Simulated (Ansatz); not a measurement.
# C2H (doublet): RPA-PBE over a scan of the distance C1–H3, 6-31G

Aim: run C2H (doublet) with these functionals over a scan of the distance C1–H3, and hold them against the top wave-function level at the same points.

Computed with Ansatz 0.2.0, Gaussian basis. Level: 6-31G, all electrons in the functionals, frozen cores in the correlation of double hybrids and RPA.

The runs, in order: RPA-PBE, at 0.852 Å; 0.978 Å; 1.066 Å; 1.168 Å; 1.305 Å; 1.468 Å; 1.720 Å; 1.980 Å; 2.353 Å; 2.827 Å; 3.582 Å.

17 further runs of the same task are left out: 1 for a known fault of the program, 14 that didn't finish, 2 set aside as unsound or not needed.

## (1) The geometry

The geometry derives from a PBE0/def2-TZVP stationary point (not a proven minimum). One bond is set to the value named and the two fragments are kept rigid.

3 atoms, charge 0, spin multiplicity 2.

Atoms are counted from 1 here; the program's logs count them from 0.

Bond lengths: C1–C2 1.200 Å, C1–H3 1.066 Å. Angles: C2–C1–H3 180.0°.

No dispersion term is added.

The geometry shown and the zero of energy belong to the point 1.066 Å. The yardstick, FCI, and other wave-function levels (R restricted, U unrestricted, valence and pair active spaces) come from earlier runs.

## (2) RPA-PBE, 0.852 Å

Contents of in.yaml:

```yaml
crystal:
  periodic: [false, false, false]
  atoms:
    - {symbol: C, position_ang: [0.000000, 0.000000, 0.116072]}
    - {symbol: C, position_ang: [0.000000, 0.000000, -1.084144]}
    - {symbol: H, position_ang: [0.000000, 0.000000, 0.968072]}
basis:
  gaussian: {orbitals: 6-31G}
magnetization: {spin_polarized: true, initial_magnetization: 1}
hamiltonian: {xc: {name: PBE}}
correlation: {method: rpa, electrons: outside_noble_gas}
```

Command:

```sh
$ ansatz run in.yaml --threads 1 --pin off --events-out ev --progress --plain --max-ram 2393MiB
```

The runs that follow: RPA-PBE, 0.978 Å; RPA-PBE, 1.066 Å; RPA-PBE, 1.168 Å; RPA-PBE, 1.305 Å; RPA-PBE, 1.468 Å; RPA-PBE, 1.720 Å; RPA-PBE, 1.980 Å; RPA-PBE, 2.353 Å; RPA-PBE, 2.827 Å; RPA-PBE, 3.582 Å.

**Question.** What will the summary of the whole plan be? Wanted: span of the FCI curve; largest miss, RPA-PBE.

The runs gave:

```
             quantity                     value
span of the FCI curve            106.0 kcal/mol
largest miss, RPA-PBE  +10.0 kcal/mol (3.582 Å)
```

In words: RPA-PBE strays by up to 10.0 kcal/mol, at 3.582 Å. RPA-PBE clearly breaks the spin symmetry at some points (⟨S²⟩ up to 0.69 above the pure value), so energy there is bought with a mixed spin. Functionals and the yardstick converge differently with the basis, so part of each miss in 6-31G is the basis.
